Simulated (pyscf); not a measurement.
Structures and frequencies: ωB97X-D3(BJ)/def2-SVP in PySCF.

Question: For the elementary gas-phase step H₂C=N–CH₃ + CH₃• -> H₃C–CH₂–N•–CH₃ (doublet surface; none broken, C–C formed), what barrier and reaction energy does B3LYP-D3(BJ)/def2-TZVP give, measured from the separated reactants?

Answer: ΔE‡ = 9.9 kJ/mol, ΔE = -113.7 kJ/mol. ωB97M-D3(BJ)/def2-TZVP gives 17.5 kJ/mol and -119.6 kJ/mol. Zero-point energy shifts the barrier by +9.4 kJ/mol. It is an addition, with an imaginary mode of 433i cm⁻¹. H₂C=N–CH₃ lies 38.0 kJ/mol over its isomer H₃C–CH=NH, and others may lie lower still (electronic energy, ωB97M-D3(BJ)). One saddle was located; it need not be the lowest between these sides.
